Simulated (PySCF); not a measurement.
Species: C₅H₄O.
Atom-mapped SMILES: `[CH2:1]=[CH:2][C:3]#[C:4][CH:5]=[O:6]` (hydrogens: H7, H8 on C1; H9 on C2; H10 on C5)

Method used: MP2 and CCSD/aug-cc-pVDZ in PySCF, restricted Hartree–Fock reference, 6 core orbitals frozen, non-relativistic, gas phase, PBE0-D3(BJ)/def2-SVP geometry.

E(HF) = -266.46451 Eh.

(1) How large is the problem?

(2) What are the MP2 and CCSD correlation energies?

(3) What is the T1 diagnostic?

(4) How does correlation change the dipole moment?

## Answers

(1) 174 basis functions and 42 electrons; 6 orbitals frozen, which leaves o = 15 correlated occupied and v = 153 virtual orbitals. That is o·v = 2295 singles and o·v(o·v + 1)/2 = 2634660 distinct closed-shell doubles amplitudes before symmetry; the costliest CCSD step grows as o²v⁴ = 1.2 × 10^11.

(2) MP2 -0.8491 Eh and CCSD -0.8804 Eh, which gives totals of -267.31358 and -267.34486 Eh. That is 0.799 eV for each correlated electron at CCSD (2311 kJ/mol in all, 0.329 % of the total energy); MP2 gives 96.4 % of the CCSD value.

(3) 0.0153, below the customary warning level of 0.02. It is the norm of the spatial-orbital singles amplitudes over the root of the number of correlated electrons, so the norm is 0.084.

(4) HF gives 4.47 D and CCSD (unrelaxed density) 3.63 D, a change of -0.84 D.

Connected triples and the basis-set limit are missing.

The job also held the EOM ionisation roots. Time: 4.7 min of wall time; peak memory 3.1 GiB. Hardware: Intel Xeon 6975P-C, one thread, shared host with 192 logical CPUs at a one-minute load of 78.
